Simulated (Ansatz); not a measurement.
Harmonic frequencies (cm⁻¹) at PBE0-D4/def2-TZVP from Ansatz: 459, 459, 1038, 2100.

Task: Which molecule is it?
A. `[F][Al-]([F])([F])[F]`
B. `F[B+]F`
C. `[C-]#C`
D. `[OH-]`

Result: B.
